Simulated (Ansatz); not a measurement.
Z-matrix (Å, degrees):
```
C
C 1 1.3246
H 2 1.0833 1 121.73
H 1 1.0833 2 121.73 3 0.00
H 1 1.0834 4 116.54 2 180.00
H 2 1.0834 3 116.54 1 -180.00
```
Charge 0, multiplicity 1.

All values below come from frozen-core CCSD(T)/def2-TZVPP // B3LYP-D3(BJ)/def2-TZVP (Ansatz, a quantum-chemistry and plane-wave program).

- HF energy: -78.06650 Ha
- MP2 correlation energy: -0.33404 Ha

Question: Estimate the CCSD correlation energy, the (T) correction, the total energy and the T1 diagnostic.

Answer: 
```yaml
CCSD correlation energy: -0.35874 Ha
"(T) correction": -0.01477 Ha
CCSD(T) total energy: -78.44001 Ha
T1 diagnostic: 0.011
```
